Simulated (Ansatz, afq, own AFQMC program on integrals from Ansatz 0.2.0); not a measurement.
**CHSi, quartet: AFQMC among the cluster methods**

```yaml
atoms:
  - { symbol: Si, position_ang: [0.0000, -0.3283, 1.5676] }
  - { symbol: C, position_ang: [0.0000, -0.1159, -0.3129] }
  - { symbol: H, position_ang: [0.0000, 0.4442, -1.2547] }
```

Connectivity, by distances: Si–CH.

Basis cc-pVDZ. Only valence electrons are correlated. Ansatz 0.2.0 and our own AFQMC program on the same integrals; the CISD trial comes from CCSD amplitudes, and released means the phaseless constraint is let go. Error bars are statistical, one sigma.

Determinant: UHF, the one that the program's search chose, which needn't be the lowest solution. The geometry is a point of a scan.

No full CI on the walks' own integrals is used here; CCSDT(Q) serves as the reference and is uncertain by about the last step of the cluster series.

Cautions: lower spins were not checked.

```
T1 diagnostic                               : 0.0237
weight of the determinant in the CISD state : 0.886
⟨S²⟩ of the determinant                     : 3.798
size of the correlated space                : 9 electrons in 31 orbitals
```

| level | correlation energy (eV) |
| --- | --- |
| MP2 | -3.8081 |
| CCSD | -4.7822 |
| CCSD(T) | -4.9115 |

Question: Estimate where phaseless AFQMC with a CISD trial lies against CCSD(T) on the same integrals.

Answer: 2.8 ± 0.9 kJ/mol below CCSD(T).

Reference: CCSDT(Q), correlation energy -4.952 eV. The released energy is read at 2.40 1/Eh (meV from the phaseless value at times in 1/Eh: -11 ± 11 at 0.24, -19 ± 10 at 0.51, -18 ± 11 at 0.99, -20 ± 11 at 1.62, -24 ± 14 at 2.40).

| level | E − E(reference) (kJ/mol) | share of correlation (%) |
| --- | --- | --- |
| CCSD(T) | 3.9 | 99.19 |
| CCSDT | 0.8 | 99.84 |
| ph-AFQMC/CISD | 1.1 ± 0.9 | 99.76 |
| released AFQMC | -1.2 ± 1.3 | 100.26 |

A walk keeps the symmetry of its determinant, which the program's search chose and which needn't be the lowest solution, so a lower state of the same spin and another symmetry isn't excluded. Released energies are given only where the last usable release times agree within the noise; a slower fall can still hide under it.
